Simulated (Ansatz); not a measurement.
hcp Y was calculated with PBEsol (Ansatz, a program for electronic structure, plane waves, PAW).

Numerical settings: plane-wave cutoff 500 eV, 24×24×14 k mesh (along the axes of the cell as run), Fermi–Dirac smearing 0.1 eV, scalar-relativistic PAW data made under PBE.

Computed at the level's own relaxed cell.

### Question
Give the computed volume per atom, lattice parameter a and lattice parameter c.

### Answer

- volume per atom: 31.37 Å³/atom
- lattice parameter a: 3.594 Å
- lattice parameter c: 5.607 Å

Measured, for comparison: lattice constant a 3.648 Å, lattice parameter c 5.732 Å (293 K, no zero-point or thermal correction; as tabulated in Wikipedia's data pages). Computed (rounded) less measured: lattice constant a -1.5 %, lattice parameter c -2.2 %. A static lattice is as a rule a little smaller and stiffer than an uncorrected measurement, which narrows the difference in the lattice constant a and would widen misses of the other sign.
